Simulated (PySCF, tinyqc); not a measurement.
Harmonic frequencies on the RHF/sto-3g surface (energies and gradients from PySCF), for BH, spin multiplicity 1, step by step. The lowest restricted solution is unstable here: a spin-polarised one lies 0.0112 hartree lower (PySCF). One step of it, computed by the program tinyqc.

Task: One row of the Hessian: 1Bz. Displace 1Bz by +/-0.005 bohr; H(k, :) = (g(+) - g(-)) / (2 delta).

optimised positions (bohr):
```
           x         y         z
1B  0.000000  0.000000  0.022173
2H  0.000000  0.000000  2.313528
```

gradient at +delta (hartree/bohr):
```
             x           y            z
1B  0.00000000  0.00000000   0.00154026
2H  0.00000000  0.00000000  -0.00154026
```

gradient at -delta (hartree/bohr):
```
             x           y            z
1B  0.00000000  0.00000000  -0.00147101
2H  0.00000000  0.00000000   0.00147101
```

Give: row of the Hessian.

Result:

row of the Hessian (hartree/bohr^2): 1Bx 0.00000, 1By 0.00000, 1Bz 0.30113, 2Hx 0.00000, 2Hy 0.00000, 2Hz -0.30113
